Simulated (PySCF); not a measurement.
Molecule: dimethyl disulfide, C₂H₆S₂.

Cartesian coordinates in Å; atom numbers follow the order of the lines, from 1:
```xyz
10

C     1.8834   -0.0437   -0.2410
S     0.8523    0.2006    1.2461
S    -0.7295    1.2362    0.5159
C    -1.8935   -0.0958    0.0633
H     2.7859   -0.5410    0.0966
H     2.1217    0.9224   -0.6733
H     1.3569   -0.6681   -0.9561
H    -1.4705   -0.6979   -0.7346
H    -2.0995   -0.7026    0.9388
H    -2.7983    0.3945   -0.2782
```

Frames of a GFN2-xTB Langevin trajectory at 600 K; GIAO PBE0/pcSseg-1 shieldings in PySCF 2.14, gas phase, non-relativistic; equivalent atoms averaged within each frame.

Chemical shifts δ = σref − σ; ¹³C (186.93 ppm) and ¹H (31.72 ppm) vs TMS; ³³S (503.73 ppm) vs CS2, all at this level. The references are static minima.

How do the shifts (ppm) fluctuate along the trajectory?

Results:


```
         time (fs)  C1/C4  S2/S3  H5/H6/H7/H8/H9/H10
optimised geometry   26.9     24                2.17
               250   23.9    101                1.78
               425   26.3     34                2.50
               625   32.6     99                2.80
               800   38.5     84                2.95
              1000   26.5      0                3.11
    mean of frames   29.6     64                2.63
standard deviation    6.0     45                0.53
```

5 frames give an uncertainty of the mean of about the standard deviation over 2.2 at best, since frames this close in time may not be independent; classical motion lacks zero-point vibration, and the reference would need the same averaging.
